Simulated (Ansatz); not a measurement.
The input, for Ansatz 0.2.0:

```yaml
crystal:
  periodic: [false, false, false]
  atoms:
    - {symbol: B, position_ang: [-0.166306, 0.000000, 0.000000]}
    - {symbol: H, position_ang: [-0.763040, 1.033571, 0.000000]}
    - {symbol: H, position_ang: [-0.763040, -1.033571, 0.000000]}
    - {symbol: H, position_ang: [1.027159, 0.000000, 0.000000]}
    - {symbol: H, position_ang: [2.282694, 0.000000, 0.000000]}
basis:
  gaussian: {orbitals: 6-31G}
magnetization: {spin_polarized: false, initial_magnetization: 1}
correlation: {method: ccsdt_q, electrons: outside_noble_gas}
```

```sh
$ ansatz run in.yaml --threads 1 --pin off --events-out ev --progress --plain --max-ram 2393MiB
```

Output:

```
382 factors; integrals over basis functions are off by at most 2.0e-7 eV
mean field evaluation 1: about -729.6281 eV, gradient 9.8e0 eV
mean field evaluation 2: about -729.6232 eV, gradient 9.8e0 eV
mean field evaluation 4: about -730.6346 eV, gradient 1.0e0 eV
mean field evaluation 8: about -730.6533 eV, gradient 2.9e-5 eV
mean field evaluation 16: about -730.6607 eV, gradient 4.7e-2 eV
mean field evaluation 32: about -726.5747 eV, gradient 9.2e-5 eV
mean field -730.65326162 eV, -26.8510121100 hartree, gradient 1.6e-6 eV, S^2 0.750000; 1 other end points of the search recorded, 0 dependent functions left out
1 core orbitals not correlated: weight in the atoms' cores, before any rotation towards them, 1.000 or more for the frozen orbitals, at most 0.000 for the correlated occupied ones
reference -730.65326162 eV, -26.8510121100 hartree; 4, 3 occupied and 12, 13 virtual orbitals, 382 factors
second order -1.55714832 eV of doubles, -0.03078321 eV of singles
cycle   1  -1.93586033 eV  change   -3.5e-1 eV  update   4.3e-2
cycle   2  -2.10398614 eV  change   -1.7e-1 eV  update   1.8e-2
cycle   3  -2.11673839 eV  change   -1.3e-2 eV  update   6.1e-3
cycle   4  -2.11686825 eV  change   -1.3e-4 eV  update   2.0e-3
cycle   5  -2.11660675 eV  change    2.6e-4 eV  update   6.8e-4
cycle   6  -2.11671776 eV  change   -1.1e-4 eV  update   2.4e-4
cycle   7  -2.11677185 eV  change   -5.4e-5 eV  update   7.1e-5
cycle   8  -2.11675053 eV  change    2.1e-5 eV  update   2.6e-5
cycle   9  -2.11675008 eV  change    4.5e-7 eV  update   7.4e-6
cycle  10  -2.11675192 eV  change   -1.8e-6 eV  update   3.2e-6
cycle  11  -2.11675230 eV  change   -3.8e-7 eV  update   1.4e-6
cycle  12  -2.11675238 eV  change   -7.7e-8 eV  update   6.2e-7
perturbative correction -0.00052591 eV, -0.0000193268 hartree
Total energy: -732.77053991 eV, -26.9288206519 hartree
```

For the same geometry and basis full CI lies 0.2 meV lower.

Ran on 1 thread of Intel Xeon Platinum 8488C, shared host: 2.3 s wall, 0.11 GiB peak host memory.
